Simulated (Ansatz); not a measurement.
What does this script print? It uses Ansatz 0.2.0 through its Python package.

`ch2s2_dimer.py`:
```python
# -*- coding: utf-8 -*-
"""Interaction energy of two CH2S2 molecules, with the counterpoise correction."""

import ansatz as az

FIRST = [
    ("C", (-0.0251, 0.171, -0.204)),
    ("S", (0.231, 0.0485, 1.457)),
    ("S", (0.0817, -1.458, 0.0547)),
    ("H", (-0.9957, 0.5552, -0.4904)),
    ("H", (0.7081, 0.6835, -0.8172)),
]
SECOND = [
    ("C", (-2.8627, 2.6738, 1.2181)),
    ("S", (-1.302, 2.4674, 1.8191)),
    ("S", (-1.9882, 3.8414, 0.4408)),
    ("H", (-3.231, 1.857, 0.6107)),
    ("H", (-3.6622, 2.9425, 1.8998)),
]

def energy(atoms, ghosts=()):
    molecule = az.Crystal.molecule()
    for symbol, xyz in atoms:
        molecule = molecule.atom(symbol, xyz)
    calc = (
        molecule.calculation()
        .basis(gaussian="def2-SVP")
        .functional("b3lyp")
        .accuracy("medium")
        .scf(lower_state_search="standard")
    )
    deck = calc.input()
    if ghosts:
        deck = deck.set(az.key.basis.gaussian.ghost_atoms, [{"symbol": s, "position_ang": list(xyz)} for s, xyz in ghosts])
    return az.Session.from_dict(deck).plan().execute().report["free_energy_ev"]


def main():
    # monomers in their own basis and in the basis of the dimer
    both = energy(FIRST + SECOND)
    alone = energy(FIRST) + energy(SECOND)
    ghosted = energy(FIRST, SECOND) + energy(SECOND, FIRST)
    print(f"dimer {both:.6f} eV")
    print(f"interaction, uncorrected   {23.060548 * (both - alone):8.3f} kcal/mol")
    print(f"interaction, counterpoise  {23.060548 * (both - ghosted):8.3f} kcal/mol")
    print(f"basis-set superposition    {23.060548 * (alone - ghosted):8.3f} kcal/mol")


if __name__ == "__main__":
    main()
```

Output of `python ch2s2_dimer.py`:
```text
dimer -45464.143488 eV
interaction, uncorrected      3.576 kcal/mol
interaction, counterpoise     5.621 kcal/mol
basis-set superposition       2.045 kcal/mol
```

Uncorrected it is 3.576 kcal/mol, with the counterpoise correction 5.621 kcal/mol; the difference, 2.05 kcal/mol, is the superposition error. In this basis both values are repulsive.

These settings explore the input space; basis and method may be short of convergence. The dimer is a generated trial pose of unrelaxed monomers, not a minimum, so the figure is no binding energy, and the basis set is small. b3lyp holds the VWN-RPA fit, as in Gaussian; the form of ORCA and Turbomole is b3lyp5. This level lacks the dispersion part of the attraction (electrostatics and induction are there), which can decide the sign where the interaction is weak. It ran for 14 s on 1 thread of Arm Neoverse V2, with other jobs on the host, peak memory 0.34 GiB.
